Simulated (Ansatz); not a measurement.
H2N–O, doublet in cc-pVDZ: errors against UCCSDT(Q)

Geometry: displaced at random from a stationary point.

```xyz
4

N     0.0853   -0.0009    0.5918
O    -0.0796    0.0074   -0.6585
H    -0.0029    0.8512    1.1052
H     0.0802   -0.9565    1.1234
```

Basis cc-pVDZ; Ansatz 0.2.0. Only valence electrons are correlated (noble-gas cores frozen), which leaves 13 electrons in 36 orbitals. R marks a restricted (for open shells ROHF) determinant, U an unrestricted one. Active spaces: valence = (13e, 10o) chosen from the atoms' valence shells.

Full CI isn't at hand for all of this; UCCSDT(Q) serves as the reference, and is uncertain by about the last step of the cluster series. The frozen core follows each run's orbitals, which can shift R against U totals by a few meV.

For open shells CISD is restricted-active-space CI with the open shells as a complete middle space.

- UHF ⟨S²⟩: 0.763
- T1 diagnostic (RCCSD): 0.0269
- largest doubles amplitude (RCCSD): 0.032
- T1 diagnostic (UCCSD): 0.0218

| level | E − E(UCCSDT(Q)) (mEh) | share of correlation (%) | wall time |
| --- | --- | --- | --- |
| RHF | 371.22 | 0.00 | – |
| UHF | 364.02 | 1.94 | – |
| RMP2 | 28.64 | 92.29 | – |
| UMP2 | 30.50 | 91.78 | – |
| CISD | 37.42 | 89.92 | 3.6 s |
| RCCSD | 10.15 | 97.27 | – |
| UCCSD | 9.84 | 97.35 | – |
| RCCSD(T) | 1.50 | 99.60 | 4.9 s |
| UCCSD(T) | 1.48 | 99.60 | 4.6 s |
| BCCD(T) | 1.45 | 99.61 | 2.9 s |
| RCCSDT | 1.08 | 99.71 | – |
| UCCSDT | 1.04 | 99.72 | – |
| RCCSDT(Q) | 0.02 | 100.00 | 51 s |
| CASSCF (valence space) | 268.23 | 27.74 | – |
| NEVPT2 (valence space) | 40.69 | 89.04 | 4.6 s |
| MRCISD (valence space) | 17.72 | 95.23 | – |
| MRCISD+Q (valence space) | 1.65 | 99.56 | 15 s |

The correlation energy at UCCSDT(Q), counted from RHF, is -10.101 eV. That run took 55 s on 1 thread of Intel Xeon Platinum 8259CL, shared host.

Times hold each run's SCF and search for its determinant on a shared host, so for small cases they say little of a method's own cost; they ran on 1 thread of Intel Xeon Platinum 8259CL.

Natural occupations of CASSCF (valence space) about the gap: 1.985 1.979 1.975 1.965 1.018 0.037 0.029 0.021; effectively unpaired electrons, Σ n²(2−n)², 1.02.
